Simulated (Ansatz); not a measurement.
bcc Hf (high-temperature phase) was calculated with r²SCAN in Ansatz (plane waves, PAW).

Numerical settings: plane-wave cutoff 500 eV, 28×28×28 k mesh, Fermi–Dirac smearing 0.1 eV, scalar-relativistic PAW data made under PBE.

Computed at the level's own relaxed cell.

Q: Estimate the volume per atom and lattice parameter a that the calculation returns.

A: 
volume per atom: 22.23 Å³/atom
lattice parameter a: 3.543 Å

The run finds no gap.

Note: symmetry holds this phase in the static calculation, where it need not be a minimum; the relaxation could not lower the start's symmetry, so the cell can be a saddle point above a distorted one.

Spin–orbit coupling is not included.

The result took roughly 2.6 core-minutes.

Ansatz is a program for electronic structure.
